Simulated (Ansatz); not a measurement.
Two shapes of singlet C4H6.

Shape 1:

```xyz
10

C     0.0079    0.0020   -2.0554
C    -0.0005    0.0098   -0.6043
C    -0.0026   -0.0009    0.6158
C    -0.0014   -0.0099    2.0606
H     0.0067   -1.0260   -2.4686
H    -0.8897    0.5040   -2.4575
H     0.8903    0.5161   -2.4707
H    -0.0095   -1.0238    2.4632
H     0.8938    0.5111    2.4528
H    -0.8958    0.5067    2.4582
```

Shape 2:

```xyz
10

C    -0.0230   -0.0192   -2.0211
C    -0.0317   -0.0374   -0.6158
C     0.0389   -0.0067    0.6368
C    -0.0266    0.0378    2.0420
H    -0.0194   -0.9936   -2.4288
H    -0.8513    0.5025   -2.4300
H     0.8667    0.5322   -2.5018
H    -0.0128   -0.9928    2.4959
H     0.8546    0.4769    2.4613
H    -0.8962    0.5553    2.4871
```

Basis set: STO-3G (spherical functions). Correlated methods keep 4 orbitals frozen. Charge 0, multiplicity 1.

Computed with Ansatz (development build ahead of 0.2.0); each method stands on the lowest determinant of its kind that the runs found.

Question: Which shape is lower in energy, and by how much in each method?

Answer:

```tsv
method	E(2) − E(1) (eV)
RHF	0.766
RHF-MP2	0.592
```

Shape 1 is lower.
